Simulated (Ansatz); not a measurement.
# NH2 (SMILES [NH2]) at UHSE06/def2-TZVPPD

What is the vertical ionisation energy of NH2 at UHSE06/def2-TZVPPD? 

The results are computed with Ansatz 0.2.0.

34 further runs of the same task are left out: 34 set aside as unsound or not needed.

### Step 1. The structure to begin with

The species is NH2 (3 atoms), meant as a doublet with charge 0. As SMILES, `[NH2]`. The shape is that of a PBE0-D4/def2-TZVP optimisation.

Bond lengths: N1–H2 1.027 Å, N1–H3 1.027 Å. Angles: H2–N1–H3 103.1°.

### Step 2. A single-point energy at UHSE06/def2-TZVPPD

in.yaml

```yaml
crystal:
  periodic: [false, false, false]
  atoms:
    - {symbol: N, position_ang: [0.337090, -0.200010, 0.166180]}
    - {symbol: H, position_ang: [0.130750, 0.805920, 0.159430]}
    - {symbol: H, position_ang: [-0.467840, -0.605900, -0.325600]}
basis:
  gaussian:
    orbitals: def2-TZVPPD.json
total_charge: 0
magnetization:
  spin_polarized: true
  initial_magnetization: 1
hamiltonian:
  xc: hse06
accuracy: high
output:
  orbitals: {seedname: orbitals}
```

The basis set def2-TZVPPD is read from a file made from the Basis Set Exchange's data (not shown).

Started as:

```
ansatz run in.yaml --threads 1 --pin off --max-ram 3480MiB --events-out events.jsonl --progress --plain --runs-dir runs
```

Log:

```text
Warning: RAYON_NUM_THREADS=1 ignored (pool sized by the plan → 1); use --threads N
Functional definition: HSE06
  name "HSE06"
  parameter a = 0.25
  parameter omega = 0.11/bohr
  exchange = pbe_x - a*pbe_x_sr(omega) + a*exact_x_sr(omega)
  correlation = pbe_c
1087 factors; integrals over basis functions are off by at most 3.7e-9 eV
67 factors; integrals over basis functions are off by at most 1.2e-9 eV
mean field evaluation 1: about -1516.9615 eV, gradient 2.4e1 eV
mean field evaluation 2: about -1515.1588 eV, gradient 3.1e1 eV
mean field evaluation 4: about -1519.3386 eV, gradient 2.0e-1 eV
mean field evaluation 8: about -1519.3394 eV, gradient 7.9e-3 eV
mean field evaluation 16: about -1519.3394 eV, gradient 5.2e-7 eV
mean field -1519.33936115 eV, -55.8346916769 hartree, gradient 4.4e-8 eV, S^2 0.753790; 0 other end points of the search recorded, 0 dependent functions left out
reference -1519.33936384 eV, -55.8346917760 hartree; 5, 4 occupied and 66, 67 virtual orbitals, 1087 factors
Total energy: -1519.33936384 eV, -55.8346917760 hartree
```

It took 2 s on 1 thread of Intel Xeon Platinum 8375C at 2.90GHz (Ice Lake), shared host; peak memory 0.16 GiB.

### Step 3. The singlet cation

run.yaml

```yaml
basis:
  gaussian:
    orbitals: def2-TZVPPD.json
crystal:
  periodic: [false, false, false]
  atoms:
    - {symbol: "N", position_ang: [0.337090, -0.200010, 0.166180]}
    - {symbol: H, position_ang: [0.130750, 0.805920, 0.159430]}
    - {symbol: H, position_ang: [-0.467840, -0.605900, -0.325600]}
total_charge: 1
hamiltonian:
  xc: {name: HSE06}
accuracy: high
output:
  orbitals: {seedname: orbitals}
```

The basis set def2-TZVPPD is read from a file made from the Basis Set Exchange's data (not shown).

Started as:

```
ansatz run run.yaml --threads 1 --pin off --max-ram 3480MiB --events-out events.jsonl --progress --plain --runs-dir runs
```

Log, cut to the lines that bear on the results:

```text
Warning: RAYON_NUM_THREADS=1 ignored (pool sized by the plan → 1); use --threads N
[... 6 set-up lines as earlier in the session ...]
1087 factors; integrals over basis functions are off by at most 3.7e-9 eV
67 factors; integrals over basis functions are off by at most 1.2e-9 eV
mean field evaluation 1: about -1503.0424 eV, gradient 4.3e1 eV
mean field evaluation 2: about -1503.5528 eV, gradient 3.8e1 eV
mean field evaluation 4: about -1506.4968 eV, gradient 1.7e-1 eV
mean field evaluation 8: about -1506.4973 eV, gradient 6.3e-4 eV
mean field evaluation 16: about -1506.4973 eV, gradient 2.9e-9 eV
mean field -1506.49733728 eV, -55.3627560047 hartree, gradient 2.9e-9 eV, S^2 0.000000; 0 other end points of the search recorded, 0 dependent functions left out
reference -1506.49733913 eV, -55.3627560724 hartree; 4, 4 occupied and 67, 67 virtual orbitals, 1087 factors
Total energy: -1506.49733913 eV, -55.3627560724 hartree
```

Run time: 1.2 s. Hardware: 1 thread of Intel Xeon Platinum 8375C at 2.90GHz (Ice Lake), shared host; peak memory 0.14 GiB.

### Step 4. Results

Level: UHSE06/def2-TZVPPD.

```
                                          quantity         value
                         doublet NH2: total energy  -55.83469 Eh
   doublet NH2: HOMO energy (highest over α and β)      -8.35 eV
    doublet NH2: LUMO energy (lowest over α and β)      -3.19 eV
                                 doublet NH2: ⟨S²⟩         0.754
                      singlet cation: total energy  -55.36276 Eh
                       singlet cation: HOMO energy     -20.44 eV
                       singlet cation: LUMO energy     -16.77 eV
                     singlet cation: HOMO–LUMO gap       3.67 eV
vertical ionisation energy (to the singlet cation)     12.842 eV
```

**Reading.** Removing an electron at fixed nuclei costs 12.84 eV (296 kcal/mol). Only the singlet of the ionised species was computed; a triplet could lie lower.
